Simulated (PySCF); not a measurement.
## LiSi: one state, many levels of theory

State: ⁴Σ⁻ (quartet), unpaired electrons σ ↑, π ↑↑. Set-up: Li x2c-SVPall, Si x2c-SVPall; spin-free X2C with a Gaussian nucleus (PySCF 2.14). De refers to Li + Si in their high-spin ground configurations, without counterpoise correction. The functionals are run spin-unrestricted. A positive dipole means Li(−)Si(+).

```json
{"Level": "UHF", "Re (Å)": "2.392", "ωe (cm⁻¹)": "450", "De (eV)": "1.25", "μ (D)": "-6.81", "CPU s a point (SCF and correlation, without the integrals)": "0.031"}
{"Level": "UHF-MP2", "Re (Å)": "2.377", "ωe (cm⁻¹)": "453", "De (eV)": "1.56", "μ (D)": "n/a", "CPU s a point (SCF and correlation, without the integrals)": "0.044"}
{"Level": "UHF-SCS-MP2", "Re (Å)": "2.380", "ωe (cm⁻¹)": "450", "De (eV)": "1.43", "μ (D)": "n/a", "CPU s a point (SCF and correlation, without the integrals)": "n/a"}
{"Level": "UHF-CCSD", "Re (Å)": "2.374", "ωe (cm⁻¹)": "452", "De (eV)": "1.51", "μ (D)": "n/a", "CPU s a point (SCF and correlation, without the integrals)": "n/a"}
{"Level": "UHF-CCSD(T)", "Re (Å)": "2.376", "ωe (cm⁻¹)": "451", "De (eV)": "1.53", "μ (D)": "n/a", "CPU s a point (SCF and correlation, without the integrals)": "0.26"}
{"Level": "PBE", "Re (Å)": "2.368", "ωe (cm⁻¹)": "441", "De (eV)": "1.81", "μ (D)": "-5.64", "CPU s a point (SCF and correlation, without the integrals)": "0.23"}
{"Level": "revPBE", "Re (Å)": "2.385", "ωe (cm⁻¹)": "434", "De (eV)": "1.72", "μ (D)": "-5.74", "CPU s a point (SCF and correlation, without the integrals)": "0.18"}
{"Level": "r²SCAN", "Re (Å)": "2.379", "ωe (cm⁻¹)": "447", "De (eV)": "1.95", "μ (D)": "-6.21", "CPU s a point (SCF and correlation, without the integrals)": "0.35"}
{"Level": "r²SCANh", "Re (Å)": "2.375", "ωe (cm⁻¹)": "449", "De (eV)": "1.93", "μ (D)": "-6.28", "CPU s a point (SCF and correlation, without the integrals)": "0.36"}
{"Level": "PBE0", "Re (Å)": "2.360", "ωe (cm⁻¹)": "453", "De (eV)": "1.78", "μ (D)": "-6.07", "CPU s a point (SCF and correlation, without the integrals)": "0.35"}
{"Level": "B2PLYP", "Re (Å)": "2.357", "ωe (cm⁻¹)": "455", "De (eV)": "1.57", "μ (D)": "-6.21", "CPU s a point (SCF and correlation, without the integrals)": "0.2"}
```

Q: Which functional lies closest to UHF-CCSD(T) in De, which farthest, and by how much do they differ from it?

A: Closest is B2PLYP (-1.9 pm in Re, +0.9 % in ωe, +0.04 eV in De against UHF-CCSD(T) in the same basis), farthest r²SCAN (+0.3 pm in Re, -0.9 % in ωe, +0.42 eV in De). CCSD(T) converges more slowly with the basis than the functionals do and binds too weakly in this one, so the order can change at the basis-set limit.

Q: What does a quarter of exact exchange do here, going from PBE to PBE0?

A: PBE0 less PBE: -0.8 pm in Re, +2.7 % in ωe, -0.03 eV in De. Exact exchange removes part of the self-interaction that spreads semilocal densities, and in most molecules shortens and stiffens the bond and lowers De; so it does here.

Q: What does the step from GGA to meta-GGA do here, going from PBE to r²SCAN?

A: r²SCAN less PBE: +1.1 pm in Re, +1.4 % in ωe, +0.14 eV in De. 

Correlated steps freeze 5 core orbitals. Correlated levels converge slowly with the basis: in double zeta they bind strong bonds too weakly, by up to about 1 eV, and carry superposition errors of some tenths. B2PLYP dipoles, levels and charges come from its SCF part alone. The state is the lowest determinant that a PBE0 search found; another state may lie lower at other levels.

The whole job (state search and all levels along the bond) took about 0.63 min on 1 thread of Arm Neoverse V1 (shared host), peak memory 0.36 GiB.
